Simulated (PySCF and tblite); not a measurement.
Values are calculated unless marked as measured or tabulated.
CH2BH, CH3B, numbered as in [BH:1]=[CH2:2].

GFN2-xTB molecular dynamics (tblite; Langevin, friction 0.005 fs⁻¹, 1.5 fs steps, hydrogen mass 4 u): 400 + 8000 steps at each temperature, started from the lowest conformer, nuclei classical.

GIAO shieldings at KT2/pcSseg-1 (PySCF) on 20 frames a temperature; like atoms are averaged, and of two unlike H on one atom a is the less shielded at the minimum.

Problem. How far do thermal motions move the shieldings from their values at the minimum?

Solution. 
```tsv
signal	σ at minimum (ppm)	Δσ, 300 K	Δσ, 500 K	Δσ, 800 K
B1	8.3	0.0 ± 1.0	1.6 ± 1.5	5.6 ± 2.5
C2	138.6	-1.7 ± 0.8	-1.4 ± 1.2	-0.1 ± 1.3
H1	24.02	-0.10 ± 0.14	0.11 ± 0.20	0.22 ± 0.24
H2	27.77	-0.17 ± 0.10	-0.13 ± 0.15	0.37 ± 0.21
```

Errors are standard errors over frames. Zero-point motion is missing, and a reference compound would move too.

Problem. What do the single frames at 300 K give for C2?

Solution. 
| t (fs) | V above the minimum, tight binding (kcal/mol) | E above it, DFT (kcal/mol) | torsions (°) | σ (ppm) |
| --- | --- | --- | --- | --- |
| 900 | 2.0 | 2.0 | none | 141.0 |
| 1500 | 1.7 | 0.9 | none | 134.9 |
| 2100 | 1.5 | 1.0 | none | 131.8 |
| 2700 | 3.2 | 3.8 | none | 135.9 |
| 3300 | 3.7 | 4.9 | none | 136.4 |
| 3900 | 1.8 | 1.9 | none | 138.5 |
| 4500 | 3.5 | 3.3 | none | 134.7 |
| 5100 | 3.9 | 4.2 | none | 128.9 |
| 5700 | 3.8 | 3.8 | none | 135.7 |
| 6300 | 2.8 | 1.8 | none | 139.4 |
| 6900 | 0.7 | 0.8 | none | 136.7 |
| 7500 | 3.8 | 3.7 | none | 136.6 |
| 8100 | 3.4 | 2.5 | none | 135.2 |
| 8700 | 1.7 | 1.5 | none | 138.0 |
| 9300 | 1.6 | 1.5 | none | 142.4 |
| 9900 | 3.7 | 3.7 | none | 138.4 |
| 10500 | 1.9 | 1.4 | none | 142.5 |
| 11100 | 1.5 | 0.5 | none | 135.5 |
| 11700 | 1.8 | 1.1 | none | 133.7 |
| 12300 | 2.5 | 2.8 | none | 142.4 |

Problem. How does the lowest singlet excitation (CAM-B3LYP/def2-SVPD) spread?

Solution. 3.15 eV at the minimum; 3.12 eV with a spread of 0.12 eV at 300 K; 3.12 eV with a spread of 0.15 eV at 500 K; 3.19 eV with a spread of 0.27 eV at 800 K.

Changes within two standard errors are not significant.

The study took 4.8 min on 1 thread of Arm Neoverse N1, shared host (rough), peak memory 0.3 GiB, launched as `OMP_NUM_THREADS=1 python ens_run.py task.json out`.
